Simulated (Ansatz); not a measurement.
# Property card for NbCr2

Computed with DFT r2SCAN, scalar-relativistic, plane waves, PAW in Ansatz.

Plane waves to 500 eV, a k mesh through Γ of 10×10×10 on the computed 6-atom cell and Gaussian smearing (0.10 eV); no spin polarisation.

The structure is relaxed at this level of theory with its symmetry kept. Whether it is the stable form of this composition wasn't checked.

```xyz
6
Lattice="0.0000 3.4569 3.4569 3.4569 0.0000 3.4569 3.4569 3.4569 0.0000" Properties=species:S:1:pos:R:3 pbc="T T T"
Nb    3.4569    3.4569    3.4569
Nb    5.1854    5.1854    5.1854
Cr    0.8642    0.8642    0.8642
Cr    0.8642    2.5927    2.5927
Cr    2.5927    2.5927    0.8642
Cr    2.5927    0.8642    2.5927
```

```
Space group                                                       : Fd-3m (No. 227)
Volume per atom                                                   : 13.77 Å³
Formation energy from the elements' standard states (uncorrected) : +0.152 eV/atom
Generalised Kohn–Sham band gap                                    : none (metal)
Density of states at the Fermi level                              : 6.72 states/eV per cell
Löwdin character within 0.5 eV of the Fermi level                 : Cr 3d 67 %, Nb 4d 27 %
Bulk modulus                                                      : 242 GPa
Its pressure derivative                                           : 4.0
Bader charges (e)                                                 : Nb (2 in the cell) 0.79, Cr (4 in the cell) -0.40
```

Spin polarisation was left out, and a magnetic state may lie lower.

A ferromagnetic start lost its moments in a first run, so spin was left out; other magnetic orders weren't tried.